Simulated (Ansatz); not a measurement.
Ansatz input

```yaml
crystal:
  lattice:
    - [3.707024509, 0.0, 0.0]
    - [-1.8535122545, 3.2103773973, 0.0]
    - [0.0, 0.0, 6.0961936194]
  atoms:
    - { symbol: Tm, position: [0.3333333333, 0.6666666667, 0.25], spin: 1.29 }
    - { symbol: Tm, position: [0.6666666667, 0.3333333333, 0.75], spin: -1.29 }
hamiltonian:
  xc: pbe
  pseudopotentials:
    kind: paw
    azcp:
      Tm: "pseudopotentials/Tm.paw.azcp"
basis:
  ecutwfc: 420
  fft_grid_basis: typed
kpoints:
  mp_grid: { grid: [13, 13, 7], shift: [0, 0, 0] }
magnetization:
  spin_polarized: true
scf:
  occupations: { method: fermi_dirac, width: 0.05 }
output:
  stress: true
```

Output

```
Warning: where an SCF of this run starts from atoms to list the orders of its open shells, Tm (site 0, from 0) starts with 1.50 μB on its 4f shell, in the place of the 1.29 μB that the deck gives it: an open f shell starts with all that it can hold by Hund's first rule. To start from spheres of the given moment, type scf.initial_density.shell_occupations: []
Warning: where an SCF of this run starts from atoms to list the orders of its open shells, Tm (site 1, from 0) starts with -1.50 μB on its 4f shell, in the place of the -1.29 μB that the deck gives it: an open f shell starts with all that it can hold by Hund's first rule. To start from spheres of the given moment, type scf.initial_density.shell_occupations: []
Engine: ansatz 0.2.0, x86_64-unknown-linux-gnu
Pseudopotentials: kind: paw
Pseudopotential: Tm, paw, valence charge 23, recommended cutoff 420 eV (normal) 
Functional definition: PBE
  parameter kappa = 0.804
  parameter beta = 0.06672455060314922
  exchange = pbe_x(kappa = kappa, mu = beta*pi^2/3)
  correlation = pbe_c(beta = beta)
Crystal: 2 atoms, lattice volume = 72.550 Å³
Basis set: ecut = 420 eV, 1401 PW (Γ)
Bands: 30, of which v1, the nominal top of the filled ones, is band 23 counted from 1 (22 counted from 0)
Symmetry: 12 space group operations
Space group: P-6m2 (ITA 187), of the structure as read, at distance tolerance 4.2e-5 Å
Magnetic group: BNS 194.267 (UNI 1497), of the structure as read, at distance tolerance 4.2e-5 Å
k-points: 84 of 1183 (time reversal used)
Non-local potential: Tm, projectors of the file, l = 0: 3, l = 1: 2, l = 2: 2, l = 3: 3
PAW form: soft (Blöchl's): semilocal exchange-correlation on the pseudo side does not see the compensation charge
PAW one-centre angular grid: Tm, 590 points (default); XC on 64 Gauss nodes
Initial density: superposition of atomic densities (chi_scale 0.1, normalization cell)
Starting moments: Σ|m| = 2.58 μB on 2 of 2 sites
Starting magnetic order: antiferromagnet; an inversion exchanges its spin sublattices: spin-degenerate at every k-point
Initial wavefunctions: pseudopotential atomic-orbital guess
Functional: x = pbe(κ = 0.804, μ = 0.2195149727645171), c = pbe(β = 0.06672455060314922)
SCF iter   1: F=—  HF=-25823.088168 eV  |F-HF|=—  |Δ(HF+E_count)|=         —  Δρ=1.09e-2 (↑1.09e-2 ↓1.09e-2)  dr2=1.21e-1  dr2_m=5.61e-2  M=-0.000 μB ∫|m|=2.789 μB  β_m=0.30  ethr=3.10e-3  ⟨swp⟩=5.1  Hψ=19717  notcnv=0
Mixer restart at iter 1: flushing history
spin=Collinear: Kerker preconditioning applied to the charge; magnetization (m = ρ↑ − ρ↓) channel mixes plain (no charge-response kernel on spin).
SCF iter   2: F=—  HF=-25823.245517 eV  |F-HF|=—  |Δ(HF+E_count)|=   1.57e-1  Δρ=8.55e-3 (↑8.55e-3 ↓8.55e-3)  dr2=5.15e-2  dr2_m=4.09e-2  M=0.000 μB ∫|m|=2.755 μB  β_m=0.65  ethr=2.63e-4  ⟨swp⟩=3.0  Hψ=12011  notcnv=0  defer=62
...
SCF iter  42: F=—  HF=-25823.140663 eV  |F-HF|=—  |Δ(HF+E_count)|=   2.09e-9  Δρ=4.69e-7 (↑4.69e-7 ↓2.72e-7)  dr2=1.81e-10  dr2_m=5.05e-11  M=-0.000 μB ∫|m|=2.586 μB  β_m=1.00  ethr=1.00e-12  ⟨swp⟩=3.3  Hψ=44219  notcnv=0  defer=126
SCF iter  43: F=—  HF=-25823.140663 eV  |F-HF|=—  |Δ(HF+E_count)|=  7.86e-10  Δρ=4.81e-7 (↑4.81e-7 ↓3.27e-7)  dr2=3.06e-10  dr2_m=2.34e-11  M=-0.000 μB ∫|m|=2.586 μB  β_m=0.88  ethr=1.00e-12  ⟨swp⟩=2.2  Hψ=36147  notcnv=0  defer=126
SCF iter  44: F=—  HF=-25823.140663 eV  |F-HF|=—  |Δ(HF+E_count)|=  2.91e-11  Δρ=2.52e-7 (↑1.31e-7 ↓2.52e-7)  dr2=9.52e-11  dr2_m=4.64e-12  M=-0.000 μB ∫|m|=2.586 μB  β_m=0.91  ethr=1.00e-12  ⟨swp⟩=2.1  Hψ=33798  notcnv=0  defer=126
SCF iter  45: F=—  HF=-25823.140663 eV  |F-HF|=—  |Δ(HF+E_count)|=  2.55e-11  Δρ=1.62e-7 (↑1.62e-7 ↓7.24e-8)  dr2=2.90e-11  dr2_m=3.13e-12  M=-0.000 μB ∫|m|=2.586 μB  β_m=0.96  ethr=1.00e-12  ⟨swp⟩=2.1  Hψ=31357  notcnv=0  defer=126
SCF iter  46: F=-25823.140663 eV  HF=-25823.140663 eV  |F-HF|=7.44e-8  |Δ(HF+E_count)|=  2.73e-10  Δρ=7.58e-6 (↑7.34e-6 ↓7.58e-6)  dr2=7.41e-8  dr2_m=1.84e-8  M=0.000 μB ∫|m|=2.586 μB  ethr=1.00e-12  ⟨swp⟩=2.8  Hψ=46905  notcnv=0
SCF 2 converged in 46 iterations: F = -25823.140663 eV  dr2 = 7.41e-8
Symmetry: 1 space group operations
k-points: 592 of 1183 (time reversal used)
Initial density: read from a saved state, or passed on in memory by an earlier SCF of this step, an earlier step, the calling program or the single point that the run made first
Starting moments: Σ|m| = 2.58 μB on 2 of 2 sites; this step starts from the density that it was given
Initial wavefunctions: those read from a saved state, or passed on in memory by an earlier step or the calling program
iter 1 solved again at ethr=1.61e-10 eV; its pass at ethr=2.17e-6 eV (dr2=7.40e-8 eV) is discarded
SCF iter   1: F=—  HF=-25823.140663 eV  |F-HF|=—  |Δ(HF+E_count)|=         —  Δρ=7.58e-6 (↑7.34e-6 ↓7.58e-6)  dr2=7.40e-8  dr2_m=1.85e-8  M=0.000 μB ∫|m|=2.586 μB  ethr=1.61e-10  ⟨swp⟩=1.0  Hψ=202134  notcnv=0
spin=Collinear: Kerker preconditioning applied to the charge; magnetization (m = ρ↑ − ρ↓) channel mixes plain (no charge-response kernel on spin).
SCF iter   2: F=—  HF=-25823.140925 eV  |F-HF|=—  |Δ(HF+E_count)|=   2.62e-4  Δρ=2.76e-3 (↑2.20e-3 ↓2.76e-3)  dr2=7.35e-3  dr2_m=2.01e-3  M=-0.030 μB ∫|m|=2.578 μB  ethr=2.17e-6  ⟨swp⟩=2.0  Hψ=188981  notcnv=0
SCF iter   3: F=—  HF=-25823.140663 eV  |F-HF|=—  |Δ(HF+E_count)|=   2.63e-4  Δρ=1.44e-4 (↑1.33e-4 ↓1.44e-4)  dr2=3.03e-5  dr2_m=6.42e-6  M=0.001 μB ∫|m|=2.587 μB  ethr=2.17e-6  ⟨swp⟩=1.1  Hψ=76424  notcnv=0
SCF iter   4: F=—  HF=-25823.140663 eV  |F-HF|=—  |Δ(HF+E_count)|=   1.75e-7  Δρ=8.39e-5 (↑8.20e-5 ↓8.39e-5)  dr2=8.96e-6  dr2_m=2.27e-6  M=0.001 μB ∫|m|=2.586 μB  ethr=1.15e-7  ⟨swp⟩=1.0  Hψ=75797  notcnv=0
SCF iter   5: F=—  HF=-25823.140663 eV  |F-HF|=—  |Δ(HF+E_count)|=   9.94e-9  Δρ=1.99e-5 (↑1.76e-5 ↓1.99e-5)  dr2=4.70e-7  dr2_m=1.19e-7  M=0.000 μB ∫|m|=2.586 μB  ethr=3.73e-8  ⟨swp⟩=1.0  Hψ=75776  notcnv=0
SCF iter   6: F=—  HF=-25823.140663 eV  |F-HF|=—  |Δ(HF+E_count)|=   1.51e-8  Δρ=2.36e-5 (↑2.36e-5 ↓2.35e-5)  dr2=7.37e-7  dr2_m=1.82e-7  M=0.000 μB ∫|m|=2.586 μB  ethr=1.91e-9  ⟨swp⟩=1.4  Hψ=77417  notcnv=0
SCF iter   7: F=—  HF=-25823.140663 eV  |F-HF|=—  |Δ(HF+E_count)|=   1.33e-7  Δρ=9.02e-6 (↑1.72e-6 ↓9.02e-6)  dr2=5.11e-8  dr2_m=1.31e-8  M=0.000 μB ∫|m|=2.586 μB  ethr=2.17e-10  ⟨swp⟩=3.1  Hψ=127398  notcnv=0
SCF iter   8: F=—  HF=-25823.140663 eV  |F-HF|=—  |Δ(HF+E_count)|=   3.65e-7  Δρ=1.38e-4 (↑1.00e-4 ↓1.38e-4)  dr2=1.95e-5  dr2_m=4.74e-6  M=0.002 μB ∫|m|=2.587 μB  ethr=2.21e-10  ⟨swp⟩=2.0  Hψ=127079  notcnv=0
SCF iter   9: F=—  HF=-25823.140663 eV  |F-HF|=—  |Δ(HF+E_count)|=   1.51e-7  Δρ=4.08e-5 (↑3.36e-5 ↓4.08e-5)  dr2=1.83e-6  dr2_m=4.65e-7  M=0.001 μB ∫|m|=2.587 μB  ethr=7.95e-8  ⟨swp⟩=1.0  Hψ=75847  notcnv=0
SCF iter  10: F=—  HF=-25823.140663 eV  |F-HF|=—  |Δ(HF+E_count)|=   1.24e-8  Δρ=4.13e-5 (↑4.13e-5 ↓4.02e-5)  dr2=2.22e-6  dr2_m=5.48e-7  M=0.001 μB ∫|m|=2.586 μB  ethr=7.58e-9  ⟨swp⟩=1.0  Hψ=75834  notcnv=0
SCF iter  11: F=—  HF=-25823.140663 eV  |F-HF|=—  |Δ(HF+E_count)|=   5.27e-9  Δρ=1.78e-5 (↑1.78e-5 ↓1.63e-5)  dr2=3.90e-7  dr2_m=9.66e-8  M=0.000 μB ∫|m|=2.586 μB  ethr=9.08e-9  ⟨swp⟩=1.0  Hψ=75776  notcnv=0
SCF iter  12: F=—  HF=-25823.140663 eV  |F-HF|=—  |Δ(HF+E_count)|=    0.00e0  Δρ=1.78e-5 (↑1.78e-5 ↓1.63e-5)  dr2=3.90e-7  dr2_m=9.66e-8  M=0.000 μB ∫|m|=2.586 μB  ethr=1.59e-9  ⟨swp⟩=1.0  Hψ=75776  notcnv=0
```

The run was cut off at its time limit.

The f occupation was not exhaustively searched.
